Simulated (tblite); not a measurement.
Compound: C₃H₃ClFO (doublet state).
Z-matrix (Å and degrees, GFN2-xTB geometry), rows numbered from 1:
```
F 
C   1  1.3618
O   2  1.3994  1  110.30
C   3  1.3083  2  119.24  1    70.23
C   4  1.2871  3  143.72  2    39.93
Cl  5  1.8139  4  122.62  3    10.10
H   2  1.0958  1  107.76  3  -116.56
H   2  1.0989  1  107.14  3   121.99
H   5  1.0715  4  126.19  3  -174.83
```

Method: GFN2-xTB as coded in tblite; computed harmonic values from a numerical Hessian at the method's own geometry, unscaled. Errors from tens to a few hundred cm⁻¹ against measured bands are possible. One conformer, not necessarily the lowest. Open shells enter through the occupations alone, without spin polarisation, and single modes of such species can be off by tens of per cent.

Harmonic wavenumbers (cm⁻¹): 40.6, 116.5, 124.7, 261.4, 388.3, 493.1, 541.9, 609.3, 727.3, 916.3, 1008.0, 1044.3, 1086.0, 1136.1, 1208.5, 1297.5, 1402.2, 1776.9, 2910.7, 2954.6, 3141.5.

A = 5418, B = 1618, C = 1425 MHz; mass 108.986 u (most abundant isotopes); point group C1, symmetry number 1; spin multiplicity 2.

Task: Zero-point energy?

Result: Half the sum of the wavenumbers: 11593 cm⁻¹ = 138.68 kJ/mol.

Task: What is S at 298.15 K and 1 bar for an ideal gas of classical rigid rotors and harmonic oscillators?

Result: Translation 167.36, rotation 115.67, vibration 69.15, spin (R ln 2) 5.76: S = 357.9 J/(mol K).

Task: And Cp and H(298.15 K) − H(0)?

Result: Cp = 98.10 J/(mol K), of which vibrations give 64.85 (their classical limit is 21 R = 174.6); H(298.15 K) − H(0) = 20.21 kJ/mol without the zero-point energy, 10.30 from vibrations.

Task: Blend soft modes into free rotors: weight 1/[1 + (100 cm⁻¹/ν̃)⁴] for the oscillator and the rest for a rotor with moment μB/(μ + B), μ = h/(8π²ν), B = 10⁻⁴⁴ kg m². What vibrational entropy results?

Result: 62.02 J/(mol K) in place of 69.15, which changes −T·S at 298.15 K by +2.13 kJ/mol.

Task: Which modes carry the vibrational entropy at 298.15 K?

Result: 40.6 cm⁻¹: 21.88; 116.5 cm⁻¹: 13.21; 124.7 cm⁻¹: 12.66; 261.4 cm⁻¹: 6.91; 388.3 cm⁻¹: 4.21; 493.1 cm⁻¹: 2.83 J/(mol K); the other 15 give 7.44 together.

Task: How do the functions run with temperature in this model?

Result: 
```csv
T (K),S (J/(mol K)),Cp (J/(mol K)),H − H(0) (kJ/mol),G − H(0) (kJ/mol),ln q(vib)
50,239.3,47.6,1.98,-9.99,0.44
100,276.0,58.9,4.66,-22.95,1.23
373.15,381.5,111.8,28.09,-114.25,5.19
500,416.9,130.8,43.53,-164.94,6.87
750,475.1,155.5,79.60,-276.73,9.95
1000,522.0,170.5,120.48,-401.56,12.72
```

q(vib) and H(0) count from the zero-point level.

Task: What must be added to the electronic energy to get the Gibbs energy at 298.15 K and 1 bar?

Result: ZPE + [H(298.15 K) − H(0)] − T·S = 138.68 + 20.21 − 106.72 = 52.17 kJ/mol.

Hindered rotation and anharmonicity are outside this model. Other conformers, if any are populated, would add a mixing term that is left out. The structure is chiral; the term R ln 2 for an equal mix with its mirror image is left out.

Hardware: an Arm Neoverse N1 with one thread (shared host). The figure is for the frequency step alone.
